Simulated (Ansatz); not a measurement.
Band gap of GaGeTe (R-3m, No. 166; structure not from a measured cell) at several levels of theory

No measured value is used here.

```tsv
level (code)	value (eV)
LDA (Ansatz)	0.01
PBEsol (Ansatz)	0.12
r²SCAN (Ansatz)	0.50
r²SCAN+SOC (Ansatz)	0.43
HSE06 (Ansatz)	0.87
HSE06+SOC (Ansatz)	0.78 (direct)
PBE0 (Ansatz)	1.43
```

Computed values are for a static lattice. Spin–orbit coupling is included only where a level's name says +SOC; with heavier elements it mostly lowers gaps and can invert bands.  Values are at the PBEsol cell. Cutoffs and k meshes differ between the levels. Ansatz's density-functional and Hartree–Fock values are scalar-relativistic unless marked +SOC, with PAW data made under PBE.

Ansatz is a first-principles code.
